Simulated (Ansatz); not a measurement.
**SiNHF+ (triplet): from Hartree-Fock to the top rungs, def2-TZVPP**

The task here is to estimate one member of a computed series from the others.

Method: def2-TZVPP, core rule «outside noble gas», up to 7 orbitals frozen; program: Ansatz 0.2.0, Gaussian basis.

To be run: UHF; ROHF; CCSD(T) on UHF.

## The geometry

The geometry is a PBE0/def2-TZVP stationary point (not a proven minimum) of the parent state, kept for this charge and spin.

4 atoms, charge 1, spin multiplicity 3.

Atoms are counted from 1 here; the program's logs count them from 0.

Bond lengths: F1–Si3 1.600 Å, N2–Si3 1.831 Å, Si3–H4 1.500 Å. Angles: F1–Si3–N2 105.3°, F1–Si3–H4 106.8°, N2–Si3–H4 106.4°.

The first run:

Contents of in.yaml:

```yaml
crystal:
  periodic: [false, false, false]
  atoms:
    - {symbol: F, position_ang: [0.072839, -0.480480, 1.191357]}
    - {symbol: N, position_ang: [0.078200, -0.504380, -1.538768]}
    - {symbol: Si, position_ang: [-0.125489, 0.523752, -0.037976]}
    - {symbol: H, position_ang: [1.037026, 1.471534, -0.014144]}
basis:
  gaussian: {orbitals: def2-TZVPP}
total_charge: 1
magnetization: {spin_polarized: true, initial_magnetization: 2}
hamiltonian: {xc: hf}
output: {orbitals: {seedname: orbitals}}
```

On the command line:

```console
$ ansatz run in.yaml --threads 1 --pin off --events-out ev --progress --plain --max-ram 4096MiB --backend cpu
```

Among the steps run: UHF; ROHF; CCSD(T) on UHF.

One table of the session follows, with a row left open; its other results are not shown here.

| method | from UCCSD(T) (meV) |
| --- | --- |
| ROHF | +14266.1 |
| UHF | +13801.5 |
| UMP2 | +1716.4 |
| UCCSD | ? |
| UCCSD(T) | 0 |

Estimate the missing values for UCCSD.

**Answer.** from UCCSD(T) (meV): +503.7. In the column «from UCCSD(T) (meV)» it lies between UCCSD(T) (0) and UMP2 (+1716.4).

To keep in mind: The determinant is far from a pure spin state, so its energy mixes those of several spin states (harmless only where they are near-degenerate, as at dissociation).
